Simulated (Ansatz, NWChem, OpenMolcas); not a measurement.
Errors in the dipole moment

6 molecules without hydrogen; the dipole moment in D, computed less measured. Shapes, held fixed at every level: measured bond length; NOF, S2O, PF3 from PBE0-D4/def2-TZVP. No vibrational averaging. Dipoles are compared by magnitude; molecules under 1 D, whose direction can flip, are left out. Programs: Ansatz 0.2.0, NWChem 7.3.0, OpenMolcas 26.06. A level may come from different programs for different species; with the same settings they agree closely. Measured values: NIST CCCBDB.

Levels: A = HF/def2-SVP; B = PBE/STO-3G; C = B3LYP/6-31G* (Cartesian functions).

| molecule | measured | A | B | C |
| --- | --- | --- | --- | --- |
| CS (carbon monosulfide) | 1.98 | -0.49 | -0.38 | -0.41 |
| PN (phosphorus nitride) | 2.75 | +0.21 | -0.88 | -0.29 |
| SiS (SMILES [Si-]#[S+]) | 1.73 | +0.36 | -0.81 | +0.02 |
| NOF (SMILES O=NF) | 1.81 | -0.24 | -1.43 | -0.70 |
| S2O (SMILES O=S=S) | 1.47 | +0.60 | -0.47 | -0.01 |
| PF3 (phosphorus trifluoride) | 1.03 | +0.52 | -0.56 | -0.05 |

**Question.** Sum up the errors.

**Answer.** 
| level | kind | mean error | mean absolute error | worst case |
| --- | --- | --- | --- | --- |
| HF/def2-SVP | Hartree–Fock | +0.160 | 0.403 | S2O |
| PBE/STO-3G | GGA | -0.755 | 0.755 | NOF |
| B3LYP/6-31G* (Cartesian functions) | global hybrid | -0.240 | 0.247 | NOF |

On this set B3LYP/6-31G* (Cartesian functions) has the smallest mean absolute error and PBE/STO-3G the largest. PBE/STO-3G is too low in 6 of 6; B3LYP/6-31G* (Cartesian functions) is too low in 5 of 6. The levels differ in basis as well as in method. The tabulated value of NOF is in doubt (older tables, estimates, or at odds with other calculations) and kept here. Over the 5 molecules whose values aren't doubted the mean absolute errors are A 0.436; B 0.620; C 0.156. The set is small.
